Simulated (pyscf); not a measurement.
PySCF, gas phase, ωB97X-D3(BJ)/def2-SVP geometries.

Task: What is the homolytic dissociation enthalpy (298 K, ωB97M-D3(BJ)/def2-TZVP) of the C–O bond of H₃C–CH₂–O–Ga(OH)–OH, to •H₂C–CH₃ + •O–Ga(OH)–OH?

Result: C–O to •H₂C–CH₃ + •O–Ga(OH)–OH: 4.05 eV. The 7 functionals that were run give +3.77 (r²SCAN) to +4.18 eV (M06-2X). The radicals are drawn with the spin at the cut bond; how far it spreads was not checked. Other isomers of •H₂C–CH₃, •O–Ga(OH)–OH were not searched in full and may lie lower. Elements up to Kr have no core potential and no relativistic terms here.
